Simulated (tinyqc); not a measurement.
Extended Hueckel theory, for N2-, step by step. The parameters take no account of the charge, which enters only through the electron count, and nothing here shows that the anion is bound. One step of it, computed by the program tinyqc.

Problem. Wolfsberg-Helmholz matrix. H_ij = K' S_ij (H_ii + H_jj)/2 for i != j (the diagonal keeps H_ii), with K' = K + D^2 + D^4 (1 - K), D = (H_ii - H_jj)/(H_ii + H_jj), K = 1.5.

overlap S, order 1N 2s, 1N 2px, 1N 2py, 1N 2pz, 2N 2s, 2N 2px, 2N 2py, 2N 2pz:
```
[[1.000000, 0.000000, 0.000000, 0.000000, 0.397435, 0.000000, 0.000000, -0.407103],
 [0.000000, 1.000000, 0.000000, 0.000000, 0.000000, 0.236833, 0.000000, 0.000000],
 [0.000000, 0.000000, 1.000000, 0.000000, 0.000000, 0.000000, 0.236833, 0.000000],
 [0.000000, 0.000000, 0.000000, 1.000000, 0.407103, 0.000000, 0.000000, -0.331905],
 [0.397435, 0.000000, 0.000000, 0.407103, 1.000000, 0.000000, 0.000000, 0.000000],
 [0.000000, 0.236833, 0.000000, 0.000000, 0.000000, 1.000000, 0.000000, 0.000000],
 [0.000000, 0.000000, 0.236833, 0.000000, 0.000000, 0.000000, 1.000000, 0.000000],
 [-0.407103, 0.000000, 0.000000, -0.331905, 0.000000, 0.000000, 0.000000, 1.000000]]
```

diagonal H_ii (eV): [-26.000000, -13.400000, -13.400000, -13.400000, -26.000000, -13.400000, -13.400000, -13.400000]

K = 1.500000

Give: H.

Solution.

H (eV), order 1N 2s, 1N 2px, 1N 2py, 1N 2pz, 2N 2s, 2N 2px, 2N 2py, 2N 2pz:
```
[[-26.000, 0.000, 0.000, 0.000, -15.500, 0.000, 0.000, 12.808],
 [0.000, -13.400, 0.000, 0.000, 0.000, -4.760, 0.000, 0.000],
 [0.000, 0.000, -13.400, 0.000, 0.000, 0.000, -4.760, 0.000],
 [0.000, 0.000, 0.000, -13.400, -12.808, 0.000, 0.000, 6.671],
 [-15.500, 0.000, 0.000, -12.808, -26.000, 0.000, 0.000, 0.000],
 [0.000, -4.760, 0.000, 0.000, 0.000, -13.400, 0.000, 0.000],
 [0.000, 0.000, -4.760, 0.000, 0.000, 0.000, -13.400, 0.000],
 [12.808, 0.000, 0.000, 6.671, 0.000, 0.000, 0.000, -13.400]]
```
